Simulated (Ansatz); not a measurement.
The input, for Ansatz 0.2.0:

```yaml
crystal:
  periodic: [false, false, false]
  atoms:
    - {symbol: Zr, position_ang: [0.002762, 0.001016, -0.000392]}
    - {symbol: H, position_ang: [1.697752, 0.027397, 0.018902]}
    - {symbol: H, position_ang: [-1.031014, 1.578665, -0.001878]}
    - {symbol: H, position_ang: [-0.916724, -1.698010, 0.018436]}
basis:
  gaussian: {orbitals: def2-SVP}
magnetization: {spin_polarized: true, initial_magnetization: 1}
correlation: {method: ccsdt_q, electrons: outside_noble_gas}
```

```sh
$ ansatz run in.yaml --threads 1 --pin off --events-out ev --progress --plain --max-ram 2393MiB
```

(1) Roughly how long does this take on 1 thread of Arm Neoverse V1, shared host, and how much host memory?

```
849 factors; integrals over basis functions are off by at most 1.7e-7 eV
mean field evaluation 1: about -1309.0760 eV, gradient 1.1e1 eV
mean field evaluation 2: about -1309.0780 eV, gradient 1.1e1 eV
mean field evaluation 4: about -1310.6890 eV, gradient 1.6e0 eV
mean field evaluation 8: about -1310.7792 eV, gradient 1.7e-2 eV
mean field evaluation 16: about -1310.6877 eV, gradient 1.6e0 eV
mean field evaluation 32: about -1310.7792 eV, gradient 4.3e-4 eV
mean field evaluation 64: about -1310.2839 eV, gradient 3.3e-2 eV
mean field evaluation 96: about -1310.2904 eV, gradient 8.7e-1 eV
mean field evaluation 128: about -1308.7099 eV, gradient 3.9e-1 eV
mean field evaluation 160: about -1308.7862 eV, gradient 2.7e-4 eV
...
cycle  11  -3.05480901 eV  change   -2.0e-5 eV  update   3.8e-5
cycle  12  -3.05480941 eV  change   -4.0e-7 eV  update   1.8e-5
cycle  13  -3.05480907 eV  change    3.4e-7 eV  update   1.0e-5
cycle  14  -3.05479879 eV  change    1.0e-5 eV  update   5.9e-6
cycle  15  -3.05479656 eV  change    2.2e-6 eV  update   3.2e-6
cycle  16  -3.05479799 eV  change   -1.4e-6 eV  update   2.0e-6
cycle  17  -3.05479922 eV  change   -1.2e-6 eV  update   1.5e-6
cycle  18  -3.05479932 eV  change   -9.9e-8 eV  update   1.3e-6
cycle  19  -3.05479859 eV  change    7.3e-7 eV  update   9.8e-7
cycle  20  -3.05479811 eV  change    4.8e-7 eV  update   7.2e-7
perturbative correction -0.00082888 eV, -0.0000304608 hartree
Total energy: -1313.83482761 eV, -48.2825393656 hartree
```

## Answers

(1) 29 s wall and 0.27 GiB.
